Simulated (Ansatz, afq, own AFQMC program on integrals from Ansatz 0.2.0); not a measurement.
**Atomization energy of AlSiH, triplet**

```yaml
atoms:
  - { symbol: Si, position_ang: [0.0000, -0.0360, 1.1654] }
  - { symbol: Al, position_ang: [0.0000, -0.0118, -1.2249] }
  - { symbol: H, position_ang: [0.0000, 1.3177, 0.3154] }
```

Connectivity, by distances: SiH–Al.

Atoms in their ground-state spins without spin–orbit coupling (mostly on UHF) minus the molecule (UHF), without zero-point energy. The geometry is a stationary point, not shown to be a minimum.

Basis cc-pVDZ. Noble-gas cores (and the filled d shells of Ga–Kr and In–Xe) are frozen. Ansatz 0.2.0 and our own AFQMC program on the same integrals; the CISD trial comes from CCSD amplitudes, and released means the phaseless constraint is let go. ± is one standard error of the sampling. The errors of all members are added in quadrature.

No full CI on the walks' own integrals is used here; CCSDTQ serves as the reference and is uncertain by about the last step of the cluster series. Each member takes its own surest rung, up to full CI.

Errors are counted within cc-pVDZ, not against nature.

Cautions: AlSiH (triplet): unrestricted determinant slightly spin contaminated (⟨S²⟩ 2.08 against 2.00), the released energies are still falling, so no released level is given (meV from the phaseless value at times in 1/Eh: -3 ± 3 at 0.24, -7.1 ± 2.5 at 0.51, -12 ± 3 at 0.99, -13.9 ± 2.2 at 1.62, -17.3 ± 2.0 at 2.40), its ph-AFQMC/CISD value lies 23 ± 4 meV above CCSDTQ.

Reference (CCSDTQ): 479.3 kJ/mol.

| level | atomization energy (kJ/mol) | error against CCSDTQ (kJ/mol) |
| --- | --- | --- |
| HF | 353.3 | -126.0 |
| MP2 | 464.5 | -14.8 |
| CCSD | 463.3 | -16.0 |
| CCSD(T) | 475.9 | -3.4 |
| ph-AFQMC/HF | 486.2 ± 2.1 | 6.9 ± 2.1 |
| ph-AFQMC/CISD | 477.8 ± 0.4 | -1.5 ± 0.4 |

Correlation beyond CCSD(T) adds 3.4 kJ/mol. The perturbative (T) step is worth +12.5 kJ/mol.

A walk keeps the symmetry of its determinant, which the program's search chose and which needn't be the lowest solution, so a lower state of the same spin and another symmetry isn't excluded.
